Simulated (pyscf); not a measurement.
Single points on ωB97X-D3(BJ)/def2-SVP structures (PySCF, gas phase).

Q: How much does it cost (ΔH, 298 K, ωB97M-D3(BJ)/def2-TZVP) to split F–W(F)(SeH)–SeH [singlet] at its H–Se bond into [F–W(F)(=Se)–SeH]• + H•?

A: H–Se to [F–W(F)(=Se)–SeH]• + H•: 53.3 kcal/mol. The 7 functionals that were run give +48.2 (r²SCAN) to +53.9 kcal/mol (ωB97X-D3(BJ)). The radicals are drawn with the spin at the cut bond; how far it spreads was not checked. Other isomers of F–W(F)(SeH)–SeH [singlet], [F–W(F)(=Se)–SeH]• were not searched in full and may lie lower. Open-shell species with a d-block atom are single-reference here; other states, and whether the spin sits on metal or ligand, were not checked. Elements up to Kr have no core potential and no relativistic terms here. Elements past Kr carry the def2 core potentials, without spin-orbit coupling.
